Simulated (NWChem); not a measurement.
# NH, triplet; SMILES [NH]

Computed with NWChem. Spin-unrestricted. Geometry: optimised at PBE0/def2-SVP, spin-unrestricted. No stability test was run on the SCF state. B3LYP is NWChem's, with the RPA form of VWN correlation. Level: B3LYP/def2-SVP with COSMO at NWChem's default radii, gas-phase geometry; the question gives the dielectric constant. Reactions with the solvent are ignored.

Task: What does the run give for dielectric constant 78.4? Quantities: electrostatic solvation energy (kcal/mol); dipole in solution (D).

Result: 
```
Property                                   Value
-----------------------------------------  -----
electrostatic solvation energy (kcal/mol)   -2.9
dipole in solution (D)                      1.86
```
